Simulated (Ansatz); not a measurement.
A run of Ansatz (development build ahead of 0.2.0) on triplet H₂O₃ in separate pieces at this shape:

```
atom    x (Å)    y (Å)    z (Å)
   O   0.0446  -0.0445   0.1667
   O  -0.9137   0.5154   0.2294
   O   3.6039   0.4738  -0.0075
   H   3.5184   0.1040   0.8483
   H   3.7083   1.4086   0.1330
```

Its results:

| Quantity | Value |
| --- | --- |
| Converged | yes |
| Reference energy | -225.45310 hartree |
| Correlation energy | -0.52316 hartree |
| Total energy | -225.97626 hartree |
| Spin squared of the determinant | 2.028 |
| Stability test | minimum |

Forces (eV/Å):
```tsv
atom	Fx	Fy	Fz
O1	9.944	-5.797	-0.639
O2	-9.923	5.799	0.643
O3	0.065	-0.077	-1.665
H4	-0.135	-0.440	1.419
H5	0.049	0.515	0.243
```

(1) Which input gives this output? Name the method, the orbitals and the basis set, and write the input.

Results:

(1) UHF-MP2 in def2-SVP.

```yaml
crystal:
  periodic: [false, false, false]
  atoms:
    - { symbol: O, position_ang: [0.04463, -0.04453, 0.16668] }
    - { symbol: O, position_ang: [-0.91371, 0.51539, 0.2294] }
    - { symbol: O, position_ang: [3.60394, 0.47383, -0.0075] }
    - { symbol: H, position_ang: [3.51838, 0.10403, 0.84826] }
    - { symbol: H, position_ang: [3.70829, 1.4086, 0.13302] }
basis:
  gaussian: { orbitals: def2-SVP }
magnetization:
  spin_polarized: true
  initial_magnetization: 2
hamiltonian:
  xc: hf
correlation:
  method: mp2
  frozen_orbitals: { H: 0, O: 1 }
output:
  forces: true
```

Caution: MP2 forces lie far from those of the mean fields.
